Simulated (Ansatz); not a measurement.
Crystal structures of lithium under PBEsol

The calculation used DFT, PBEsol, plane waves (420 eV) with PAW, scalar-relativistic in Ansatz. The PAW files were generated under PBE, with cores re-solved for the functional.

Each structure is relaxed within its own symmetry, so a high-lying one may be dynamically unstable.

| structure | ΔE (meV/atom) | V (Å³/atom) | cell | magnetic state |
| --- | --- | --- | --- | --- |
| dhcp | -3 | 20.18 | a = 3.058 Å, c = 9.965 Å (c/a = 3.258) | spin not included |
| 9R | -3 | 20.21 | a = 3.064 Å, c = 22.370 Å (c/a = 7.300) | spin not included |
| fcc | -2 | 20.15 | a = 4.319 Å | spin not included |
| hcp | -2 | 20.18 | a = 3.057 Å, c = 4.987 Å (c/a = 1.631) | spin not included |
| bcc | 0 | 20.17 | a = 3.430 Å | spin not included |
| omega (AlB2-type) | 11 | 20.23 | a = 4.929 Å, c = 2.884 Å (c/a = 0.585) | spin not included |
| A15 | 16 | 20.23 | a = 5.450 Å | spin not included |
| simple cubic | 119 | 20.33 | a = 2.729 Å | spin not included |
| diamond | 517 | 25.61 | a = 5.895 Å | spin not included |

ΔE counts from bcc.

PBEsol puts dhcp 3 meV/atom below bcc, the structure of the real element at low temperature or room conditions.

Differences under about 8 meV lie within the error of the k-point mesh.
